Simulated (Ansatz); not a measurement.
Species: AlCl3, SMILES `[Cl][Al]([Cl])[Cl]` (charge 0, multiplicity 1).

Q: Give a relaxed geometry from r2SCAN-D4/def2-TZVP in Ansatz (a quantum-chemistry and plane-wave program).

A: the end point of this relaxation (outside a Z-matrix the atoms follow the SMILES, hydrogens last).
Z-matrix (Å, degrees):
```
Al
Cl 1 2.0710
Cl 1 2.0710 2 120.01
Cl 1 2.0711 2 119.99 3 -180.00
```
